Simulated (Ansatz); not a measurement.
# C3H4: the cost of one run

Method: cc-pVQZ, core rule «outside noble gas», up to 3 orbitals frozen; program: Ansatz 0.2.0, Gaussian basis.

The runs, in order: UHF; CCSD(T) on RHF; BCCD(T) on RHF; CISD.

17 further runs of the same task are left out: 17 set aside as unsound or not needed.

## 1. What is computed

The geometry is an MP2(full)/6-31G* stationary point (not a proven minimum).

7 atoms, charge 0, spin multiplicity 1.

Atoms are counted from 1 here; the program's logs count them from 0.

Bond lengths: C1–C2 1.505 Å, C1–C3 1.505 Å, C1–H4 1.091 Å, C1–H5 1.091 Å, C2–C3 1.301 Å, C2–H6 1.078 Å, C3–H7 1.078 Å. Angles: C2–C1–C3 51.2°, C2–C1–H4 119.6°, C2–C1–H5 119.6°, C3–C1–H4 119.6°, C3–C1–H5 119.6°, H4–C1–H5 113.5°, C1–C2–C3 64.4°, C1–C2–H6 145.6°, C3–C2–H6 150.0°, C1–C3–C2 64.4°, C1–C3–H7 145.6°, C2–C3–H7 150.0°.

## 2. UHF

in.yaml

```yaml
crystal:
  periodic: [false, false, false]
  atoms:
    - {symbol: C, position_ang: [0.000000, 0.000000, 0.879033]}
    - {symbol: C, position_ang: [0.000000, -0.650545, -0.478068]}
    - {symbol: C, position_ang: [0.000000, 0.650545, -0.478068]}
    - {symbol: H, position_ang: [0.912438, 0.000000, 1.477121]}
    - {symbol: H, position_ang: [-0.912438, 0.000000, 1.477121]}
    - {symbol: H, position_ang: [0.000000, -1.584098, -1.017735]}
    - {symbol: H, position_ang: [0.000000, 1.584098, -1.017735]}
basis:
  gaussian: {orbitals: cc-pVQZ}
magnetization: {spin_polarized: true, initial_magnetization: 0}
hamiltonian: {xc: hf}
output: {orbitals: {seedname: orbitals}}
```

Command:

```bash
$ ansatz run in.yaml --threads 1 --pin off --events-out ev --progress --plain --max-ram 4160MiB --backend cpu
```

Q: Estimate wall time and peak memory on 1 thread of AMD EPYC 7R13, shared host.

About 14 s, with a peak of 0.71 GiB.
